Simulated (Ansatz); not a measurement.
# Cost against result

Saddle point of BNH$_{6}$O, singlet (BNH₄ ([BH2][NH2]) + H₂O → BH₃O ([BH2][OH]) + NH₃ (still joined by a long B–N bond); bonds formed: B1–O6, N2–H5; bonds broken: H5–O6; bonds weakened to dative contacts: B1–N2), PBE0-D4/def2-TZVP structure:

```xyz
9
angstrom
B -0.4246 -0.5429 0.1799
N -0.0624 0.9611 0.3888
H -1.5714 -0.7380 -0.1192
H 0.0617 -1.2721 1.0090
H 0.6008 0.4769 -0.7026
O 0.4761 -0.5859 -1.1639
H 0.4626 1.2011 1.2168
H -0.7988 1.6364 0.2440
H 1.2560 -1.1366 -1.0527
```

Barriers are electronic and count from the start structure reached by relaxing down the imaginary mode.

Program: Ansatz 0.2.0. Basis: as named in each row. Cores are frozen in the correlated methods. B3LYP uses VWN-RPA correlation. Extrapolation: Hartree–Fock as exp(−7.88 √X), correlation as X^−2.97.

Times are rough, for one single point on 2 threads of a shared host (Arm Neoverse V2).

The estimate by CCSD(T) at an estimated basis limit (MP2 extrapolated from triple and quadruple zeta, plus CCSD(T) − MP2 in triple zeta) is 0.781 eV.

```tsv
method	basis	time (s)	barrier (eV)	method less estimate
HF	STO-3G	under 1	-0.013	-0.794
PBE-D4	STO-3G	under 1	-1.268	-2.049
SPW92	def2-SVP	under 1	-0.136	-0.918
B3LYP-D4	6-31G	under 1	0.565	-0.216
PBE-D4	def2-SVP	under 1	0.308	-0.473
PBE0-D4	def2-SVP	under 1	0.425	-0.357
SPW92	def2-TZVPP	under 1	0.126	-0.655
CCSD(T)	def2-SVP	1	0.714	-0.067
PBE-D4	def2-TZVPP	1	0.539	-0.242
BLYP-D4	def2-TZVPP	1	0.775	-0.006
BHLYP-D4	def2-TZVPP	2	0.909	0.128
PBE0-D4	def2-TZVPP	2	0.613	-0.169
B3LYP-D4	def2-TZVPP	2	0.808	0.027
CAM-B3LYP-D4	def2-TZVPP	2	0.755	-0.027
wB97M-V	def2-SVP	2	0.498	-0.284
r2SCAN-D4	def2-TZVPP	3	0.604	-0.178
PBE-QIDH	def2-TZVPP	3	0.654	-0.127
r2SCAN0-D4	def2-TZVPP	3	0.654	-0.127
B2PLYP	def2-TZVPP	3	0.805	0.024
RPA on PBE	def2-TZVPP	3	0.766	-0.015
wB97X-V	def2-TZVPP	4	0.714	-0.068
wB97M-V	def2-TZVPP	5	0.722	-0.059
B97M-V	def2-TZVPP	6	0.789	0.008
MP2	def2-QZVPP	12	0.700	-0.082
CCSD(T)	def2-TZVPP	28	0.757	-0.024
```

All methods are single points on the PBE0-D4 structures; a negative value means that the method puts the saddle structure below the start.

No T1 diagnostic of these runs exceeds 0.013.

The step is the kind of ligand exchange by which a precursor binds to a hydroxyl group, or is hydrolysed, in atomic layer deposition of oxides.

Labels in which every atom is bracketed show which atoms are joined, not bond orders.
